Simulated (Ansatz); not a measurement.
Counterpoise correction, worked out

The pair of H₂O (SMILES O, atoms 1–3) and Cl₂ (SMILES ClCl, atoms 4–5), both closed shells, in one local arrangement (a lower one may exist), relaxed at PBE0-D4/def2-TZVP:

O1  (0.218, -0.167, -1.617)
H2  (0.533, 0.170, -0.775)
H3  (-0.737, -0.192, -1.531)
Cl4  (0.696, 0.776, 1.809)
Cl5  (-0.711, -0.587, 2.113)
(Å)

Computed with Ansatz 0.2.0 (basis: def2-TZVPPD); correlated methods freeze the cores.

MP2 total energies in eV:

| system | geometry | basis functions | energy |
| --- | --- | --- | --- |
| pair | pair | all | -27094.26251 |
| H₂O | as in the pair | all (partner as ghosts) | -2076.97378 |
| Cl₂ | as in the pair | all (partner as ghosts) | -25017.25125 |
| H₂O | as in the pair | its own | -2076.96992 |
| Cl₂ | as in the pair | its own | -25017.23534 |
| H₂O | free (PBE0-D4 minimum) | its own | -2076.96973 |
| Cl₂ | free (PBE0-D4 minimum) | its own | -25017.23534 |

**Question.** Work out the interaction energy with and without the counterpoise correction, the superposition error, and the binding energy from the relaxed fragments.

**Answer.** Without correction: -27094.26251 − (-2076.96992) − (-25017.23534) = -0.05725 eV.
With correction (each fragment in the whole basis): -27094.26251 − (-2076.97378) − (-25017.25125) = -0.03748 eV = -0.86 kcal/mol.
The superposition error is the difference, 0.01977 eV, 35 % of the uncorrected value: each fragment borrows its partner's functions.
Deformation from the free shapes: -0.00019 eV for H₂O and 0.00000 eV for Cl₂ (a small negative value is possible, since the free shapes are minima of another method).
Binding energy from relaxed fragments: -0.03748 + (-0.00019) + 0.00000 = -0.03767 eV = -0.87 kcal/mol (electronic, without zero-point energy; negative means bound). For comparison, the corrected interaction energy by CCSD(T) at an estimated basis limit (MP2 extrapolated from triple and quadruple zeta, plus CCSD(T) − MP2 in triple zeta) is -0.048 eV.

No T1 diagnostic of these runs exceeds 0.011.

For scale, one of the runs: CCSD(T)/def2-TZVPPD, 176 basis functions, launched by `ansatz run in.yaml --threads 2 --pin off --events-out ev --progress --plain --max-ram 5222MiB`. Time: 22 s of wall clock on 2 CPU threads of an AMD EPYC 7R13; the host was shared. Peak host memory: 1.5 GiB.
